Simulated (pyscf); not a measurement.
PySCF, gas phase, ωB97X-D3(BJ)/def2-SVP geometries.

Question: What are the homolytic bond dissociation enthalpies (298 K) of `[Cl][Ge]([Cl])([Cl])[GeH3]` at ωB97M-D3(BJ)/def2-TZVP, weakest first?

Answer: Ge–Ge to Cl–Ge•(Cl)–Cl + GeH₃•: 2.84 eV; Ge–H to Cl–Ge(Cl)(Cl)–GeH₂• + H•: 3.57 eV; Cl–Ge to Cl• + Cl–Ge•(Cl)–GeH₃: 3.95 eV. Ring and multiple bonds, and those that leave no two simple radicals, are not listed. Other isomers of Cl–Ge•(Cl)–GeH₃, Cl–Ge(Cl)(Cl)–GeH₂• were not searched in full and may lie lower. Left out: the spin-orbit lowering of Cl. Elements up to Kr have no core potential and no relativistic terms here.
